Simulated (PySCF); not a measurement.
Bond stretch in SMILES [SiH4] (H4Si). The Si1–H5 bond (Si1 also carries H, H, H; H5 carries nothing else) is varied alone, starting from the PBE0/def2-TZVP optimised geometry.

Levels: UKS-PBE = PySCF with unrestricted PBE/cc-pVDZ; CASSCF(2,2)/cc-pVDZ (PySCF); NEVPT2 = PySCF 2.14.0 with SC-NEVPT2 on CASSCF(2,2)/cc-pVDZ, all electrons correlated; UKS-TPSSh = unrestricted TPSSh/cc-pVDZ (PySCF).

Energies are in kcal/mol, each relative to the lowest point of its own curve near equilibrium.

```json
[
 {"R / Å": "1.11", "UKS-PBE": "56.5", "CASSCF(2,2)": "57.6", "NEVPT2": "55.8", "UKS-TPSSh": "54.9"},
 {"R / Å": "1.19", "UKS-PBE": "31.5", "CASSCF(2,2)": "32.2", "NEVPT2": "30.8", "UKS-TPSSh": "30.0"},
 {"R / Å": "1.28", "UKS-PBE": "14.0", "CASSCF(2,2)": "14.4", "NEVPT2": "13.4", "UKS-TPSSh": "12.8"},
 {"R / Å": "1.35", "UKS-PBE": "6.0", "CASSCF(2,2)": "6.3", "NEVPT2": "5.5", "UKS-TPSSh": "5.1"},
 {"R / Å": "1.39", "UKS-PBE": "3.1", "CASSCF(2,2)": "3.3", "NEVPT2": "2.8", "UKS-TPSSh": "2.5"},
 {"R / Å": "1.43", "UKS-PBE": "1.3", "CASSCF(2,2)": "1.4", "NEVPT2": "___", "UKS-TPSSh": "0.8"},
 {"R / Å": "1.48", "UKS-PBE": "___", "CASSCF(2,2)": "___", "NEVPT2": "0.0", "UKS-TPSSh": "0.0"},
 {"R / Å": "1.52", "UKS-PBE": "0.0", "CASSCF(2,2)": "0.0", "NEVPT2": "0.0", "UKS-TPSSh": "___"},
 {"R / Å": "1.59", "UKS-PBE": "1.1", "CASSCF(2,2)": "1.1", "NEVPT2": "1.4", "UKS-TPSSh": "___"},
 {"R / Å": "1.62", "UKS-PBE": "2.1", "CASSCF(2,2)": "1.9", "NEVPT2": "___", "UKS-TPSSh": "2.8"},
 {"R / Å": "1.73", "UKS-PBE": "7.1", "CASSCF(2,2)": "6.8", "NEVPT2": "7.8", "UKS-TPSSh": "8.5"},
 {"R / Å": "1.85", "UKS-PBE": "14.4", "CASSCF(2,2)": "13.9", "NEVPT2": "15.5", "UKS-TPSSh": "16.6"},
 {"R / Å": "2.00", "UKS-PBE": "24.8", "CASSCF(2,2)": "23.9", "NEVPT2": "26.2", "UKS-TPSSh": "28.0"},
 {"R / Å": "2.22", "UKS-PBE": "40.6", "CASSCF(2,2)": "38.6", "NEVPT2": "41.8", "UKS-TPSSh": "45.0"},
 {"R / Å": "2.45", "UKS-PBE": "56.0", "CASSCF(2,2)": "52.2", "NEVPT2": "56.0", "UKS-TPSSh": "61.7"},
 {"R / Å": "2.68", "UKS-PBE": "69.5", "CASSCF(2,2)": "63.0", "NEVPT2": "67.2", "UKS-TPSSh": "74.2"},
 {"R / Å": "2.97", "UKS-PBE": "80.7", "CASSCF(2,2)": "72.4", "NEVPT2": "77.0", "UKS-TPSSh": "83.1"},
 {"R / Å": "3.24", "UKS-PBE": "85.6", "CASSCF(2,2)": "77.7", "NEVPT2": "82.4", "UKS-TPSSh": "87.9"},
 {"R / Å": "3.61", "UKS-PBE": "88.4", "CASSCF(2,2)": "81.4", "NEVPT2": "86.2", "UKS-TPSSh": "91.7"},
 {"R / Å": "4.03", "UKS-PBE": "89.5", "CASSCF(2,2)": "83.1", "NEVPT2": "87.9", "UKS-TPSSh": "93.8"},
 {"R / Å": "4.46", "UKS-PBE": "89.8", "CASSCF(2,2)": "83.6", "NEVPT2": "88.4", "UKS-TPSSh": "94.9"},
 {"R / Å": "5.19", "UKS-PBE": "90.0", "CASSCF(2,2)": "83.8", "NEVPT2": "88.6", "UKS-TPSSh": "95.5"}
]
```

Question: Complete the blanks.

Answer: 
- 1.43, NEVPT2: 1.0
- 1.48, UKS-PBE: 0.1
- 1.48, CASSCF(2,2): 0.2
- 1.52, UKS-TPSSh: 0.1
- 1.59, UKS-TPSSh: 1.7
- 1.62, NEVPT2: 2.4

The unrestricted determinant behind UKS-PBE is spin-contaminated at 2.97 to 5.19 Å (<S²> up to 1.0, against 0.00 for a pure singlet). The unrestricted determinant behind UKS-TPSSh is spin-contaminated at 2.68 to 5.19 Å (<S²> up to 1.0, against 0.00 for a pure singlet).
